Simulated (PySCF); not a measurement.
Simulated Si 2p region for `O[SiH2]O`, binding energy against the vacuum level.

Every computed line was given a Gaussian of 1.0 eV full width at half maximum and an area set by the number of equivalent atoms (split 2:1 within a doublet); the highest printed point is 100. Computed with delta-SCF UKS SCAN, pcX-2 on the ionised atom, pcseg-1 elsewhere, spin-free X2C in PySCF 2.14.0.

(binding energy (eV), intensity): (106.5, 0), (106.6, 0), (106.7, 1), (106.8, 2), (106.9, 3), (107.0, 5), (107.1, 9), (107.2, 14), (107.3, 22), (107.4, 31), (107.5, 43), (107.6, 56), (107.7, 69), (107.8, 81), (107.9, 90), (108.0, 97), (108.1, 100), (108.2, 99), (108.3, 95), (108.4, 89), (108.5, 81), (108.6, 72), (108.7, 62), (108.8, 52), (108.9, 42), (109.0, 33), (109.1, 25), (109.2, 18), (109.3, 12), (109.4, 8), (109.5, 5), (109.6, 3), (109.7, 2), (109.8, 1), (109.9, 0), (110.0, 0), (110.1, 0)

Q: Count the maxima, the lines and the sites behind this envelope.

A: The curve has 1 maximum (at 108.1 eV). Under it lie 2 lines from 1 inequivalent silicon site, drawn as a 2p3/2, 2p1/2 pair. At this width some lines have no maximum of their own.

Q: Decompose the envelope and assign each component. Numbering: `[OH:1][SiH2:2][OH:3]`.

A: 
| position (eV) | relative area | line | atoms | environment |
| --- | --- | --- | --- | --- |
| 108.00 | 0.67 | Si 2p3/2 | Si2 | oxygen-bound silicon |
| 108.62 | 0.33 | Si 2p1/2 | Si2 | oxygen-bound silicon |

Q: What are the centre and the root-mean-square width of the whole band?

A: The area-weighted mean of the lines is 108.21 eV. Their own spread about it is 0.29 eV (rms) and each Gaussian has σ = 1.0/2.355 = 0.42 eV; the variances add, which gives 0.52 eV.

No satellites, vibrations or lifetime broadening are included. The 2p values aren't plain energy differences: one relaxed spin-free 2p hole is combined with a matrix within the shell (ground-state 2p orbital-energy differences and spin–orbit coupling). 2p3/2, the mean of its two sublevels, lies a third of the splitting below the shell's mean and 2p1/2 two thirds above it; the statistical areas are 2:1. 2p1/2 minus 2p3/2 (ligand field included): Si 0.63 eV. Geometry: PBE0-D3(BJ)/def2-SVP, one conformer, isolated molecule.

Conformer computed: `[OH:1][SiH2:2][OH:3]`: H–O1–Si2–O3 66°, H–O3–Si2–O1 65°.
